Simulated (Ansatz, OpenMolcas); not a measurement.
# The same job for OpenMolcas

This Ansatz 0.2.0 job computes AlNH3O (SMILES [NH2][Al][OH]):

job.yaml:
```yaml
basis:
  gaussian:
    orbitals: def2-SVPD
crystal:
  periodic: [false, false, false]
  atoms:
    - symbol: N
      position_ang: [-0.923900, 0.240200, -0.760800]
    - symbol: Al
      position_ang: [0.595200, 0.601300, 0.070700]
    - symbol: O
      position_ang: [1.194100, -0.618500, 1.101200]
    - symbol: H
      position_ang: [-1.434300, -0.623600, -0.657200]
    - symbol: H
      position_ang: [-1.394700, 0.861600, -1.396800]
    - symbol: H
      position_ang: [2.005700, -0.525100, 1.596800]
magnetization:
  spin_polarized: true
  initial_magnetization: 1
hamiltonian:
  xc: r2scan
accuracy: high
output:
  orbitals: {seedname: orbitals}
```

```bash
$ ansatz run job.yaml --threads 1 --pin off --max-ram 3480MiB --events-out events.jsonl --progress --plain --runs-dir runs
```

The coordinates come from a PBE0-D4/def2-TZVP relaxation. This is one conformer, not always the lowest.

It gives a total energy of -374.004809 Eh.

Problem. Translate the job to OpenMolcas 26.06 as an input file of the program's own.

Solution. For example:

job.input:
```
>>> EXPORT MOLCAS_PRINT=2

&GATEWAY
 BasLib = $CurrDir
 BasisSet
 N.def2-SVPD....
 N1 -0.923900 0.240200 -0.760800 angstrom
 End of Basis
 BasisSet
 Al.def2-SVPD....
 Al2 0.595200 0.601300 0.070700 angstrom
 End of Basis
 BasisSet
 O.def2-SVPD....
 O3 1.194100 -0.618500 1.101200 angstrom
 End of Basis
 BasisSet
 H.def2-SVPD....
 H4 -1.434300 -0.623600 -0.657200 angstrom
 H5 -1.394700 0.861600 -1.396800 angstrom
 H6 2.005700 -0.525100 1.596800 angstrom
 End of Basis

&SEWARD
 GridInput
 Grid=UltraFine
 End of Grid

&SCF
 UHF
 Spin = 2
 KSDFT = 2
 1.0 MGGA_X_R2SCAN
 1.0 MGGA_C_R2SCAN
 Thresholds = 1e-10 1e-07 1e-07 1e-05
 PrOrbitals = 1 1
```

```bash
$ export MOLCAS_MEM=1860
$ pymolcas job.input > job.log
```

(Basis files named in the input come from the Basis Set Exchange and aren't shown.)

Its energy is -374.004812 Eh, 0.003 mEh from the first.
